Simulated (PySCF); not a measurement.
**Electric properties by functional and basis**

Species: carbon trimer, C₃ (singlet state).
Numbering: `[C:1]=[C:2]=[C:3]`

Cartesian coordinates in Å at the PBE0-D3(BJ)/def2-SVP level; atoms count from 1:
```
atom  x, y, z in Å
C1    -1.2941    0.1923    0.0000
C2     0.0000    0.1035    0.0000
C3     1.2941    0.0146    0.0000
```

PySCF, dipoles from the SCF density, polarisabilities from static response with core orbitals frozen. Geometry: PBE0-D3(BJ)/def2-SVP; no solvent, vibrations or thermal averaging.

Q: How do dipole and polarisability depend on functional and basis here?

A: 

```json
{"level": "LDA/def2-SVPD", "α (Å³)": "4.92", "anisotropy (Å³)": "3.70"}
{"level": "PBE/def2-SVPD", "α (Å³)": "4.88", "anisotropy (Å³)": "3.74"}
{"level": "B3LYP/def2-SVPD", "α (Å³)": "4.86", "anisotropy (Å³)": "3.80"}
{"level": "PBE0/def2-SVPD", "α (Å³)": "4.87", "anisotropy (Å³)": "3.78"}
{"level": "BHandHLYP/def2-SVPD", "α (Å³)": "4.86", "anisotropy (Å³)": "3.85"}
{"level": "CAM-B3LYP/def2-SVPD", "α (Å³)": "4.87", "anisotropy (Å³)": "3.87"}
{"level": "wB97X-D/def2-SVPD", "α (Å³)": "4.98", "anisotropy (Å³)": "3.87"}
{"level": "LC-wPBE/def2-SVPD", "α (Å³)": "4.86", "anisotropy (Å³)": "3.92"}
{"level": "HF/def2-SVPD", "α (Å³)": "4.97", "anisotropy (Å³)": "3.99"}
{"level": "PBE0/6-31G*", "α (Å³)": "3.79", "anisotropy (Å³)": "4.22"}
{"level": "PBE0/def2-SVP", "α (Å³)": "4.08", "anisotropy (Å³)": "4.03"}
{"level": "PBE0/6-31+G*", "α (Å³)": "4.60", "anisotropy (Å³)": "4.34"}
{"level": "PBE0/aug-cc-pVDZ", "α (Å³)": "4.98", "anisotropy (Å³)": "3.80"}
{"level": "PBE0/def2-TZVP", "α (Å³)": "4.69", "anisotropy (Å³)": "4.07"}
{"level": "PBE0/def2-TZVPD", "α (Å³)": "5.00", "anisotropy (Å³)": "3.77"}
{"level": "PBE0/aug-cc-pVTZ", "α (Å³)": "5.02", "anisotropy (Å³)": "3.76"}
```

The anisotropy is √(½[(α1 − α2)² + (α2 − α3)² + (α3 − α1)²]). No reference polarisability is at hand; against PBE0 in the largest diffuse basis at hand (aug-cc-pVTZ) the other PBE0 rows deviate by 6-31G* -24%, def2-SVP -19%, 6-31+G* -8%, def2-SVPD -3%, aug-cc-pVDZ -1%, def2-TZVP -7%, def2-TZVPD 0%. The dipole stays under 0.05 D at every level. In one basis (def2-SVPD) the functionals order the polarisability from LC-wPBE (lowest) to wB97X-D (highest), a spread of 3%. With PBE0 the polarisability is 4.19 Å³ without diffuse functions (mean of 6-31G*, def2-SVP and def2-TZVP) and 4.89 Å³ with them (mean of 6-31+G*, def2-SVPD, aug-cc-pVDZ, def2-TZVPD and aug-cc-pVTZ).
